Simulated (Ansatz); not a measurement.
A calculation with Ansatz (development build ahead of 0.2.0).

```yaml
crystal:
  periodic: [false, false, false]
  atoms:
    - { symbol: C, position_ang: [-0.16347, 0.9974, -0.81856] }
    - { symbol: C, position_ang: [0.00374, 0.00333, 0.00133] }
    - { symbol: C, position_ang: [0.15908, -0.9936, 0.82006] }
    - { symbol: H, position_ang: [-1.07113, 1.08381, -1.40406] }
    - { symbol: H, position_ang: [0.5946, 1.76216, -0.94033] }
    - { symbol: H, position_ang: [-0.16762, -0.92491, 1.85106] }
    - { symbol: H, position_ang: [0.61689, -1.91898, 0.49116] }
basis:
  gaussian: { orbitals: def2-SVP }
magnetization:
  spin_polarized: true
  initial_magnetization: 2
hamiltonian:
  xc: hf
correlation:
  method: mp2
  frozen_orbitals: { C: 1, H: 0 }
output:
  forces: true
```

The input is written out in the form of the current development build from the run's settings.

Output:

```
Converged                       : yes
Reference energy                : -115.63680 hartree
Correlation energy              : -0.33977 hartree
Total energy                    : -115.97656 hartree
Spin squared of the determinant : 2.167
Stability test                  : minimum
```

Forces (eV/Å):
| atom | Fx | Fy | Fz |
| --- | --- | --- | --- |
| C1 | 0.351 | -2.387 | 1.929 |
| C2 | -1.547 | 10.395 | -8.470 |
| C3 | 1.333 | -8.689 | 7.119 |
| H4 | -0.593 | 0.351 | -0.592 |
| H5 | 0.402 | 0.707 | -0.287 |
| H6 | -0.015 | -0.137 | 0.216 |
| H7 | 0.069 | -0.240 | 0.084 |

Caution: another spin multiplicity may lie lower; the unrestricted determinant is spin contaminated.
